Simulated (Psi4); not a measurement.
**H2S2 (SMILES SS): levels of theory compared**

Wanted: a comparison of 4 runs (B2PLYP/def2-TZVPP, CAM-B3LYP/def2-TZVPP, wB97M-V/def2-TZVPP, wB97X/def2-TZVPP) of H2S2. 

The results are computed with Psi4 1.11.

2 further runs of the same task are left out: 2 set aside as unsound or not needed.

**1. The system as given**

The species is H2S2 (4 atoms), meant as a singlet with charge 0. SMILES: `SS`. The S2–H4 distance was set to 2.424 Å, away from the relaxed value. At this shape a bond of the SMILES string is far longer than usual.

Bond lengths: S1–S2 2.046 Å, S1–H3 1.347 Å. Angles: S2–S1–H3 98.6°.

**2. The energy at B2PLYP/def2-TZVPP (density fitting for correlation) (run 1)**

input.dat reads:

```
memory 2.2 GB

molecule mol {
  0 1
  S      1.328082    -0.708163     1.093327
  S      0.603822     1.202607     0.993997
  H      0.318182    -1.271543     1.783517
  H     -0.619290     1.020250    -1.090950
  symmetry c1
}

set puream true
set e_convergence 1e-09
set d_convergence 1e-08
set scf_type pk
set dft_radial_points 99
set dft_spherical_points 590
set num_frozen_docc 10

e_tot, wfn = energy('b2plyp/def2-TZVPP', return_wfn=True)
```

The run is started by

```
$ psi4 input.dat output.dat -n 1
```

output.dat:

```text
[...]
  Running in c1 symmetry.
[...]
  Nuclear repulsion =   81.868102922887644
[...]
  Multiplicity = 1
[...]
  Nalpha       = 17
  Nbeta        = 17
[...]
    Number of basis functions: 112
[...]
   @RKS iter   1:  -797.00324864055347   -2.83057e-01   3.95190e-03 ADIIS/DIIS
[...]
   @RKS iter  13:  -797.10311924439225   -6.82121e-12   5.44954e-09 DIIS
[...]
  @RKS Final Energy:  -797.10311924439225
   => Energetics <=
    Nuclear Repulsion Energy =             81.8681029228876440
    One-Electron Energy =               -1263.5118030667622406
    Two-Electron Energy =                 409.3088294864477348
    DFT Exchange-Correlation Energy =     -24.7682485869653988
    Empirical Dispersion Energy =           0.0000000000000000
    VV10 Nonlocal Energy =                  0.0000000000000000
    Total Energy =                       -797.1031192443922464
[...]
 Multipole Moments:
 ------------------------------------------------------------------------------------
     Multipole            Electronic (a.u.)      Nuclear  (a.u.)        Total (a.u.)
 ------------------------------------------------------------------------------------
 L = 1.  Multiply by 2.5417464519 to convert [e a0] to [Debye]
 Dipole X            :          1.9175535           -2.0276087           -0.1100552
 Dipole Y            :          0.2158305           -0.6771405           -0.4613100
 Dipole Z            :          1.5475847           -1.2664605            0.2811242
 Magnitude           :                                                    0.5513165
[...]
```

It took 16 s on 1 thread of Intel Xeon Platinum 8259CL at 2.50GHz (Skylake/Cascade Lake), shared host; peak memory 0.79 GiB.

**3. A single-point energy at CAM-B3LYP/def2-TZVPP (run 2)**

run.py reads:

```python
import psi4

psi4.set_memory('2200 MB')
psi4.set_num_threads(1)
psi4.set_output_file('output.dat', False)

molecule = psi4.geometry("""
S      1.328082    -0.708163     1.093327
S      0.603822     1.202607     0.993997
H      0.318182    -1.271543     1.783517
H     -0.619290     1.020250    -1.090950
symmetry c1
""")

psi4.set_options({
    'basis': 'def2-TZVPP',
    'puream': True,
    'e_convergence': 1e-09,
    'd_convergence': 1e-08,
    'scf_type': 'pk',
    'dft_radial_points': 99,
    'dft_spherical_points': 590,
})

E, wfn = psi4.energy('CAM-B3LYP', return_wfn=True)
print(f'CAM-B3LYP energy: {E:.10f} Eh')
for k, v in sorted(psi4.core.scalar_variables().items()):
    print(f'{k:45s} {v:18.10f}')
```

The run is started by

```
$ python run.py
```

output.dat:

```text
[...]
  Running in c1 symmetry.
[...]
  Nuclear repulsion =   81.868102922887644
[...]
  Multiplicity = 1
[...]
  Nalpha       = 17
  Nbeta        = 17
[...]
    Number of basis functions: 112
[...]
   @RKS iter   1:  -797.38067722502194   -2.67090e-01   4.65101e-03 ADIIS/DIIS
[...]
   @RKS iter  13:  -797.50306653789471   -4.54747e-12   2.91912e-09 DIIS
[...]
  @RKS Final Energy:  -797.50306653789471
   => Energetics <=
    Nuclear Repulsion Energy =             81.8681029228876440
    One-Electron Energy =               -1263.7217173387602998
    Two-Electron Energy =                 424.0071200049180788
    DFT Exchange-Correlation Energy =     -39.6565721269400342
    Empirical Dispersion Energy =           0.0000000000000000
    VV10 Nonlocal Energy =                  0.0000000000000000
    Total Energy =                       -797.5030665378947106
[...]
 Multipole Moments:
 ------------------------------------------------------------------------------------
     Multipole            Electronic (a.u.)      Nuclear  (a.u.)        Total (a.u.)
 ------------------------------------------------------------------------------------
 L = 1.  Multiply by 2.5417464519 to convert [e a0] to [Debye]
 Dipole X            :          1.9083288           -2.0276087           -0.1192800
 Dipole Y            :          0.2132623           -0.6771405           -0.4638782
 Dipole Z            :          1.5302298           -1.2664605            0.2637693
 Magnitude           :                                                    0.5467952
[...]
```

Standard output:

```text
CAM-B3LYP energy: -797.5030665379 Eh
CURRENT ENERGY                                   -797.5030665379
CURRENT REFERENCE ENERGY                         -797.5030665379
DD SOLVATION ENERGY                                 0.0000000000
DFT FUNCTIONAL TOTAL ENERGY                      -797.5030665379
DFT TOTAL ENERGY                                 -797.5030665379
DFT VV10 ENERGY                                     0.0000000000
DFT XC ENERGY                                     -39.6565721269
GRID ELECTRONS ALPHA                               16.9999999441
GRID ELECTRONS BETA                                16.9999999441
GRID ELECTRONS TOTAL                               33.9999998882
NUCLEAR REPULSION ENERGY                           81.8681029229
ONE-ELECTRON ENERGY                             -1263.7217173388
PCM POLARIZATION ENERGY                             0.0000000000
PE ENERGY                                           0.0000000000
SCF ITERATION ENERGY                             -797.5030665379
SCF ITERATIONS                                     13.0000000000
SCF TOTAL ENERGY                                 -797.5030665379
TWO-ELECTRON ENERGY                               424.0071200049
XC GRID RADIAL POINTS                              99.0000000000
XC GRID SPHERICAL POINTS                          590.0000000000
XC GRID TOTAL POINTS                           221179.0000000000
```

It took 21 s on 1 thread of Intel Xeon Platinum 8259CL at 2.50GHz (Skylake/Cascade Lake), shared host; peak memory 0.94 GiB.

Run 3 isn't shown in full; the table further down has it.

**4. A single-point energy at wB97X/def2-TZVPP (run 4)**

h2s2.xyz reads:

```xyz
4
H2S2
S      1.328082    -0.708163     1.093327
S      0.603822     1.202607     0.993997
H      0.318182    -1.271543     1.783517
H     -0.619290     1.020250    -1.090950
```

calc.py reads:

```python
import psi4

psi4.set_memory(2200000000)
psi4.set_num_threads(1)
psi4.core.set_output_file('run.log', False)

with open('h2s2.xyz') as f:
    atoms = ''.join(f.readlines()[2:])
geom = psi4.geometry('0 1\n' + atoms + 'symmetry c1')

psi4.set_options({
    'basis': 'def2-TZVPP',
    'reference': 'rks',
    'puream': True,
    'e_convergence': 1e-09,
    'd_convergence': 1e-08,
    'scf_type': 'pk',
    'dft_radial_points': 99,
    'dft_spherical_points': 590,
})

E, wfn = psi4.energy("wb97x", return_wfn=True)
psi4.oeprop(wfn, "WIBERG_LOWDIN_INDICES", "DIPOLE", "MULLIKEN_CHARGES")
print(f'wb97x energy: {E:.10f} Eh')
```

The run is started by

```
$ python calc.py
```

run.log:

```text
[...]
  Running in c1 symmetry.
[...]
  Nuclear repulsion =   81.868102922887644
[...]
  Multiplicity = 1
[...]
  Nalpha       = 17
  Nbeta        = 17
[...]
    Number of basis functions: 112
[...]
   @RKS iter   1:  -797.35644835064898   -3.39971e-01   4.31161e-03 ADIIS/DIIS
[...]
   @RKS iter  14:  -797.46869681600401   -1.40972e-11   6.73437e-09 DIIS
[...]
  @RKS Final Energy:  -797.46869681600401
   => Energetics <=
    Nuclear Repulsion Energy =             81.8681029228876440
    One-Electron Energy =               -1263.7089405660422017
    Two-Electron Energy =                 423.7907460748522794
    DFT Exchange-Correlation Energy =     -39.4186052477016773
    Empirical Dispersion Energy =           0.0000000000000000
    VV10 Nonlocal Energy =                  0.0000000000000000
    Total Energy =                       -797.4686968160040124
[...]
 Multipole Moments:
 ------------------------------------------------------------------------------------
     Multipole            Electronic (a.u.)      Nuclear  (a.u.)        Total (a.u.)
 ------------------------------------------------------------------------------------
 L = 1.  Multiply by 2.5417464519 to convert [e a0] to [Debye]
 Dipole X            :          1.8826208           -2.0276087           -0.1449879
 Dipole Y            :          0.2210659           -0.6771405           -0.4560746
 Dipole Z            :          1.5142916           -1.2664605            0.2478311
 Magnitude           :                                                    0.5389302
[...]
```

The script printed:

```text
wb97x energy: -797.4686968160 Eh
```

Run time: 23 s. Hardware: 1 thread of Intel Xeon Platinum 8259CL at 2.50GHz (Skylake/Cascade Lake), shared host; peak memory 0.94 GiB.

**5. The series**

| run | level | fitting correlation | frozen core orbitals | energy (Eh) | HOMO energy (eV) | LUMO energy (eV) | HOMO–LUMO gap (eV) | wall time |
| --- | --- | --- | --- | --- | --- | --- | --- | --- |
| 1 | B2PLYP/def2-TZVPP (density fitting for correlation) | density fitting | 10 | -797.235514 | -8.00 | -2.94 | 5.06 | 16 s |
| 2 | CAM-B3LYP/def2-TZVPP | – | 0 | -797.503067 | -8.40 | -3.02 | 5.38 | 21 s |
| 3 | wB97M-V/def2-TZVPP | – | 0 | -797.433537 | -9.11 | -2.13 | 6.98 | 87 s |
| 4 | wB97X/def2-TZVPP | – | 0 | -797.468697 | -9.34 | -2.17 | 7.16 | 23 s |

**6. Outcome**

| quantity | value |
| --- | --- |
| run 4: total energy | -797.46870 Eh |
| run 4: dipole moment | 1.37 D |
| run 4: HOMO energy | -9.34 eV |
| run 4: LUMO energy | -2.17 eV |
| run 4: HOMO–LUMO gap | 7.16 eV |

In words: Over runs 2, 3, 4 the dipole moment (its size) runs from 1.34 D (wB97M-V/def2-TZVPP) to 1.39 D (CAM-B3LYP/def2-TZVPP). The HOMO–LUMO gap runs from 5.06 eV (B2PLYP/def2-TZVPP) to 7.16 eV (wB97X/def2-TZVPP). A double hybrid's value is that of its SCF part. Totals of different functionals can't be ranked against each other. In runs 1, 2, 3, 4 a closed-shell determinant meets a far-stretched bond, which it describes badly. All runs together took 2.4 min, the longest 87 s.
